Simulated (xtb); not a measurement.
C2H7N, triplet, geometry from GFN2-xTB of the parent state (a higher spin typed on purpose: for a closed-shell molecule this is an excited state); GFN2-xTB in xtb.

The xtb input:
```
$ xtb mol.xyz --gfn 2 --chrg 0 --uhf 2 --json

# file mol.xyz
10

C      1.21347580    -0.33489211    -0.00053948
C     -0.01511352     0.57959694    -0.00065065
N     -1.29044637    -0.11469946     0.00111158
H      2.12582993     0.25587901    -0.00190763
H      1.21478843    -0.97056086     0.88382899
H      1.21344556    -0.97257980    -0.88345425
H      0.00625613     1.22117055    -0.88594093
H      0.00760037     1.22319154     0.88313798
H     -1.36186295    -0.71028181     0.82013011
H     -1.36310650    -0.71215141    -0.81643455
```

**Question.** Write the output that xtb gives for this input, abridged.

**Answer.** 
```
   ID    Z sym.   atoms
    1    6 C      1, 2
    2    7 N      3
    3    1 H      4-10

           -------------------------------------------------
          |                Calculation Setup                |
           -------------------------------------------------

           -------------------------------------------------
          |                 G F N 2 - x T B                 |
           -------------------------------------------------

          ...................................................
          :                      SETUP                      :
          :.................................................:
          :  # basis functions                  19          :
          :  # atomic orbitals                  19          :
          :  # shells                           13          :
          :  # electrons                        20          :
          :  max. iterations                   250          :
          :  Hamiltonian                  GFN2-xTB          :
          :  restarted?                      false          :
          :  GBSA solvation                  false          :
          :  PC potential                    false          :
          :  electronic temp.          300.0000000     K    :
          :  accuracy                    1.0000000          :
          :  -> integral cutoff          0.2500000E+02      :
          :  -> integral neglect         0.1000000E-07      :
          :  -> SCF convergence          0.1000000E-05 Eh   :
          :  -> wf. convergence          0.1000000E-03 e    :
          :  Broyden damping             0.4000000          :
          :  net charge                          0          :
          :  unpaired electrons                  2          :
          ...................................................

 iter      E             dE          RMSdq      gap      omega  full diag
   1    -10.3946048 -0.103946E+02  0.402E+00    1.22       0.0  T
   2    -10.4499471 -0.553423E-01  0.181E+00    1.54       1.0  T
   3    -10.4514731 -0.152608E-02  0.112E+00    1.29       1.0  T
   4    -10.4524018 -0.928709E-03  0.554E-01    1.45       1.0  T
   5    -10.4541325 -0.173070E-02  0.750E-02    1.37       1.0  T
   6    -10.4541415 -0.891531E-05  0.442E-02    1.38       1.0  T
   7    -10.4541493 -0.780958E-05  0.754E-03    1.38       4.2  T
   8    -10.4541496 -0.293967E-06  0.273E-03    1.38      11.6  T
   9    -10.4541496 -0.144704E-07  0.295E-04    1.38     107.1  T
  10    -10.4541496 -0.935181E-10  0.141E-04    1.38     224.1  T

   *** convergence criteria satisfied after 10 iterations ***

 transition dipole moment (au) for excitation:          10          11
     X       Y       Z
   0.1160   0.0333  -0.0001  total (au/Debye):    0.121   0.307
 dE (eV)             :   12.537
 oscillator strength :  0.63285E-02

         :::::::::::::::::::::::::::::::::::::::::::::::::::::
         ::                     SUMMARY                     ::
         :::::::::::::::::::::::::::::::::::::::::::::::::::::
         :: total energy             -10.309320057653 Eh    ::
         :: gradient norm              0.430016459239 Eh/a0 ::
         :: HOMO-LUMO gap              1.376706078253 eV    ::
         ::.................................................::
         :: SCC energy               -10.454148631649 Eh    ::
         :: -> isotropic ES            0.006606192168 Eh    ::
         :: -> anisotropic ES         -0.000622809527 Eh    ::
         :: -> anisotropic XC          0.007818376896 Eh    ::
         :: -> dispersion             -0.003466784588 Eh    ::
         :: repulsion energy           0.144828573996 Eh    ::
         :: add. restraining           0.000000000000 Eh    ::
         :: total charge              -0.000000000000 e     ::
         :::::::::::::::::::::::::::::::::::::::::::::::::::::

           -------------------------------------------------
          |                Property Printout                |
[...]
         5        2.0000           -0.5087924             -13.8449
         6        2.0000           -0.4975322             -13.5385
         7        2.0000           -0.4857225             -13.2172
         8        2.0000           -0.4595387             -12.5047
         9        2.0000           -0.4318205             -11.7504
        10        1.0000           -0.4075485             -11.0900
        11        1.0000            0.0531595               1.4465 (HOMO)
        12                          0.1037525               2.8232 (LUMO)
        13                          0.1326139               3.6086
        14                          0.1415261               3.8511
        15                          0.1678528               4.5675
        16                          0.2051167               5.5815
        17                          0.2135429               5.8108
        18                          0.2494452               6.7878
        19                          0.2856580               7.7731
      -------------------------------------------------------------
                  HL-Gap            0.0505930 Eh            1.3767 eV
             Fermi-level           -0.1706142 Eh           -4.6426 eV

     #   Z          covCN         q      C6AA      α(0)
     1   6 C        3.750    -0.074    21.982     6.687
     2   6 C        3.730    -0.040    21.384     6.601
     3   7 N        2.628    -0.260    26.753     7.682
     4   1 H        0.925     0.026     2.639     2.541
     5   1 H        0.925     0.050     2.321     2.383
     6   1 H        0.925     0.050     2.321     2.383
     7   1 H        0.924     0.037     2.484     2.465
     8   1 H        0.924     0.037     2.484     2.465
     9   1 H        0.860     0.087     1.925     2.173
    10   1 H        0.860     0.087     1.925     2.173

 Mol. C6AA /au·bohr⁶  :        627.163731
 Mol. C8AA /au·bohr⁸  :      12334.926233
 Mol. α(0) /au        :         37.551768

Wiberg/Mayer (AO) data.
largest (>0.10) Wiberg bond orders for each atom

 ---------------------------------------------------------------------------
     #   Z sym  total        # sym  WBO       # sym  WBO       # sym  WBO
 ---------------------------------------------------------------------------
     1   6 C    3.956 --     5 H    0.985     6 H    0.985     4 H    0.916
                             2 C    0.884     3 N    0.161
     2   6 C    3.879 --     7 H    0.951     8 H    0.951     3 N    0.919
                             1 C    0.884
     3   7 N    2.822 --     2 C    0.919    10 H    0.828     9 H    0.828
                             1 C    0.161
     4   1 H    0.996 --     1 C    0.916
     5   1 H    0.998 --     1 C    0.985
     6   1 H    0.998 --     1 C    0.985
     7   1 H    0.998 --     2 C    0.951
     8   1 H    0.998 --     2 C    0.951
     9   1 H    0.973 --     3 N    0.828
    10   1 H    0.973 --     3 N    0.828
 ---------------------------------------------------------------------------

Topologies differ in total number of bonds
Writing topology from bond orders to xtbtopo.mol

molecular dipole:
                 x           y           z       tot (Debye)
 q only:        0.355      -0.171      -0.000
   full:        0.330      -0.157      -0.000       0.928
molecular quadrupole (traceless):
                xx          xy          yy          xz          yz          zz
 q only:       -0.771       0.306       0.433       0.000      -0.000       0.338
  q+dip:       -1.714       0.081       0.590       0.002       0.001       1.123
   full:       -1.328       0.109       0.634       0.001      -0.000       0.695

           -------------------------------------------------
          | TOTAL ENERGY              -10.309320057653 Eh   |
          | GRADIENT NORM               0.430016459239 Eh/α |
          | HOMO-LUMO GAP               1.376706078253 eV   |
           -------------------------------------------------

normal termination of xtb
```
